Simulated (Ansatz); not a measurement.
# Al₂H₄O: basis-set convergence

Aim: see how fast density functionals converge with the basis set for Al₂H₄O.

Method: one geometry, several basis sets; program: Ansatz 0.2.0, Gaussian basis.

Plan: PBE0-D4/def2-SVP; ωB97M-V/def2-SVP; PBE0-D4/def2-QZVPP; ωB97M-V/def2-QZVPP; the functionals' def2-TZVPP values are taken from earlier runs.

**1. Structure used throughout**

The geometry comes from an earlier relaxation with PBE0-D4 in a triple-zeta def2 set; it is a stationary point, not always the lowest conformer.

SMILES `[OH][AlH][AlH2]`, 7 atoms, charge 0, spin multiplicity 1.

Atoms are counted from 1 here; the program's logs count them from 0.

Bond lengths: O1–Al2 1.706 Å, O1–H4 0.957 Å, Al2–Al3 2.587 Å, Al2–H5 1.598 Å, Al3–H6 1.595 Å, Al3–H7 1.595 Å. Angles: Al2–O1–H4 123.0°, O1–Al2–Al3 113.9°, O1–Al2–H5 117.2°, Al3–Al2–H5 128.9°, Al2–Al3–H6 121.9°, Al2–Al3–H7 121.9°, H6–Al3–H7 116.2°.

**2. PBE0-D4 in def2-SVP**

The input, in.yaml:

```yaml
crystal:
  periodic: [false, false, false]
  atoms:
    - {symbol: O, position_ang: [-1.761142, -0.901764, -0.372930]}
    - {symbol: Al, position_ang: [-0.424051, 0.060226, -0.815782]}
    - {symbol: Al, position_ang: [1.332174, 0.339367, 1.062632]}
    - {symbol: H, position_ang: [-2.486374, -1.090704, -0.967632]}
    - {symbol: H, position_ang: [-0.413066, 0.659674, -2.297365]}
    - {symbol: H, position_ang: [2.554984, -0.670254, 1.230417]}
    - {symbol: H, position_ang: [1.258574, 1.535355, 2.114761]}
basis:
  gaussian: {orbitals: def2-SVP}
hamiltonian: {xc: pbe0, dispersion: d4}
output: {orbitals: {seedname: orbitals}}
```

Command:

```sh
> ansatz run in.yaml --threads 2 --pin off --events-out ev --progress --plain --max-ram 4352MiB
```

Further steps of the session: ωB97M-V in def2-SVP; PBE0-D4 in def2-QZVPP; ωB97M-V in def2-QZVPP.

Q: Predict the results of all the runs planned. Wanted: PBE0-D4: double and triple zeta above quadruple; ωB97M-V: double and triple zeta above quadruple.

As calculated:

| quantity | value |
| --- | --- |
| PBE0-D4: double and triple zeta above quadruple | 7.90, 0.54 eV |
| ωB97M-V: double and triple zeta above quadruple | 7.95, 0.53 eV |

PBE0-D4 gains 7.36 eV from double to triple zeta, then 0.54 eV more. These are total energies; as a rule much of such shifts cancels in differences, which this series doesn't test.
